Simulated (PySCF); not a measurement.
CHCl₃, SMILES ClC(Cl)Cl. Coordinates come from a PBE-D3(BJ)/def2-SVP optimisation.

These are PBE-D3(BJ)/def2-SVP in PySCF values and carry that method's errors.

Harmonic wavenumbers (cm⁻¹): 249, 249, 357, 657, 720, 720, 1171, 1171, 3090. Rotational constants (GHz): 3.169, 3.169, 1.643; symmetry number 3.

### Question
Work out the zero-point energy and the ideal-gas rigid-rotor harmonic-oscillator thermochemistry at 298.15 K and 1 atm.

### Answer
ZPE = ½ Σ hcν = ½ × 8385 cm⁻¹ = 11.99 kcal/mol. H − E(el) = 15.43 kcal/mol. Entropy in cal/(mol K): translation 40.25, rotation 25.19, vibration 5.63, total 71.06. G − E(el) = -5.76 kcal/mol. Cp = 15.98 cal/(mol K).
